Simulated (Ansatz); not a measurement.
Process, species as SMILES: [C]1=CC1 → [C-]1=CC1 (an electron is taken up)
B3LYP-D3(BJ)/def2-TZVP geometries, fixed; electronic energies without zero-point terms; positive where energy is released.
Largest species:
```
C
H 1 1.0867
H 1 1.0867 2 115.09
C 1 1.4848 2 120.37 3 157.15
C 4 1.2720 1 70.95 2 102.03
H 5 1.0711 4 160.90 1 -180.00
```
Charge 0, spin multiplicity 2.

Basis-set convergence of the adiabatic electron affinity at B3LYP with Ansatz (a program for electronic structure). Cartesian d functions, on some or all atoms, in 6-31G*; all else is spherical. The program fits the integrals of some runs and decomposes those of others, by size. Open shells are unrestricted. No added dispersion term, no relativity. Functions are those of the species that has most. Reference: the value in aug-pcseg-3, 1.541 eV, itself unsure by roughly 0.009 eV (its mean distance from aug-cc-pVQZ, def2-QZVPPD). Deviations are taken from unrounded values.

| basis | functions | adiabatic electron affinity (eV) | minus reference (eV) |
|---|---|---|---|
| STO-3G | 18 | -2.110 | -3.650 |
| 3-21G | 33 | 0.705 | -0.836 |
| 6-31G | 33 | 0.772 | -0.769 |
| def2-SV(P) | 48 | 1.139 | -0.401 |
| 6-31G* | 51 | 0.746 | -0.794 |
| def2-SVPD | 84 | 1.495 | -0.045 |
| aug-cc-pVDZ | 96 | 1.585 | 0.044 |
| 6-311++G(2d,2p) | 111 | 1.550 | 0.010 |
| def2-TZVP | 111 | 1.422 | -0.118 |
| pcseg-2 | 132 | 1.470 | -0.070 |
| def2-TZVPP | 135 | 1.424 | -0.116 |
| jun-cc-pV(T+d)Z | 159 | 1.539 | -0.002 |
| def2-TZVPPD | 162 | 1.505 | -0.036 |
| aug-pcseg-2 | 207 | 1.543 | 0.003 |
| cc-pVQZ | 255 | 1.422 | -0.118 |
| def2-QZVPP | 261 | 1.486 | -0.054 |
| aug-cc-pVQZ | 378 | 1.541 | 0.000 |
| aug-pcseg-3 | 402 | 1.541 | 0.000 |
